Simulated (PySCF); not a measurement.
**How the method changes the constants of NaSi⁺**

State: ³Π (triplet), unpaired electrons σ ↑, π ↑. Set-up: basis Na pcseg-1, Si pcseg-1; no relativity; PySCF 2.14. De refers to Na⁺ + Si in their high-spin ground configurations, without counterpoise correction. The functionals are run spin-unrestricted. A positive dipole points towards Si; it is taken about the centre of mass and depends on that origin.

```json
{"Level": "UHF", "Re (Å)": "3.298", "ωe (cm⁻¹)": "124", "De (eV)": "0.356", "μ (D)": "-6.48"}
{"Level": "UHF-MP2", "Re (Å)": "3.289", "ωe (cm⁻¹)": "126", "De (eV)": "0.366", "μ (D)": "n/a"}
{"Level": "UHF-SCS-MP2", "Re (Å)": "3.294", "ωe (cm⁻¹)": "125", "De (eV)": "0.361", "μ (D)": "n/a"}
{"Level": "UHF-CCSD", "Re (Å)": "3.285", "ωe (cm⁻¹)": "126", "De (eV)": "0.367", "μ (D)": "n/a"}
{"Level": "UHF-CCSD(T)", "Re (Å)": "3.284", "ωe (cm⁻¹)": "126", "De (eV)": "0.369", "μ (D)": "n/a"}
{"Level": "PBE", "Re (Å)": "3.239", "ωe (cm⁻¹)": "128", "De (eV)": "0.490", "μ (D)": "-5.61"}
{"Level": "BLYP", "Re (Å)": "3.264", "ωe (cm⁻¹)": "123", "De (eV)": "0.50", "μ (D)": "-5.50"}
{"Level": "r²SCAN", "Re (Å)": "3.251", "ωe (cm⁻¹)": "127", "De (eV)": "0.416", "μ (D)": "-6.03"}
{"Level": "M06-L", "Re (Å)": "3.326", "ωe (cm⁻¹)": "117", "De (eV)": "0.333", "μ (D)": "-6.68"}
{"Level": "PBE0", "Re (Å)": "3.221", "ωe (cm⁻¹)": "131", "De (eV)": "0.445", "μ (D)": "-5.85"}
{"Level": "M06-2X", "Re (Å)": "3.161", "ωe (cm⁻¹)": "140", "De (eV)": "0.449", "μ (D)": "-5.76"}
{"Level": "CAM-B3LYP", "Re (Å)": "3.180", "ωe (cm⁻¹)": "136", "De (eV)": "0.462", "μ (D)": "-5.76"}
```

The bond length runs from 3.161 Å (M06-2X) to 3.326 Å (M06-L). De spans 0.33 eV (M06-L, meta-GGA) to 0.50 eV (BLYP, GGA). Correlation at CCSD(T) changes the Hartree–Fock bond energy by +0.01 eV; the triples alone change it by +0.00 eV.

Correlated steps freeze 6 core orbitals. Correlated levels converge slowly with the basis: in double zeta they bind strong bonds too weakly, by up to about 1 eV, and carry superposition errors of some tenths. For an ion De counts to the pair picked by the measured ionisation energies or electron affinities, which need not be the lowest pair at this level. The state is the lowest determinant that a PBE0 search found; another state may lie lower at other levels.
